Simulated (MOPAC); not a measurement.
MOPAC input (PM7):

```
PM7 PRECISE GNORM=0.05 LET XYZ GEO-OK AUX(PRECISION=9) THREADS=1
O3

O    -0.01015087 1    1.07558797 1   -0.21689088 1
O     0.00927284 1    0.00110539 1    0.42846783 1
O     0.00087803 1   -1.07669336 1   -0.21157695 1
```

**Question.** What heat of formation does the run end on?

**Answer.** 34.53 kcal/mol.
